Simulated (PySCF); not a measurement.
Compound: C2H3B.
Bonds: B1–C2, C2–C3 (triple). Hydrogens: H4, H5 on B1; H6 on C3.

Method: PBE0-D3(BJ)/def2-SVP geometry optimisation, gas phase in PySCF; density fitting, grid level 1; the optimiser is geomeTRIC in internal coordinates, started from a GFN2-xTB structure with every atom displaced at random (about 0.01 Å).

Step 0: E = -2790.7221 eV
```
atom  x, y, z in Å  |  force x, y, z in eV/Å
B1     -1.0618   -0.2936   -0.2053   -0.160   0.631  -0.456
C2      0.3408    0.0808    0.0605   -1.939  -0.672  -0.273
C3      1.4780    0.3690    0.2751    2.897   0.752   0.544
H4     -1.6641    0.3774   -0.9719   -0.438   0.247  -0.413
H5     -1.5679   -1.1890    0.3271   -0.536  -1.017   0.572
H6      2.4991    0.6255    0.4698    0.177   0.059   0.025
```

Question: Estimate the geometry and energy of step 1. (The exact step hangs on the optimiser's Hessian estimate; all steps are aligned on step 0, rigid shifts and turns removed.)

Answer: E = -2790.8273 eV, largest force 0.188 eV/Å
```
atom  x, y, z in Å  |  force x, y, z in eV/Å
B1     -1.0788   -0.2795   -0.2153   -0.129  -0.122   0.063
C2      0.3565    0.0748    0.0702    0.110   0.060  -0.011
C3      1.5200    0.3806    0.2827   -0.103  -0.070   0.011
H4     -1.7156    0.3805   -0.9979   -0.010   0.024  -0.029
H5     -1.6030   -1.2223    0.3367    0.077   0.081  -0.040
H6      2.5451    0.6358    0.4789    0.054   0.026   0.005
```

The energy changes by -0.1052 eV. The first-order estimate −F·Δx gives -0.2230 eV and the mean of the old and new forces, exact on a quadratic surface, -0.1087 eV. The step makes an angle of 58° with the force vector and moves no atom by more than 0.058 Å.

The cost below is that of the whole optimisation. Hardware: one thread, Arm Neoverse V2 (aarch64), on a shared host. Cost: 3.5 s, 0.29 GiB resident at most.
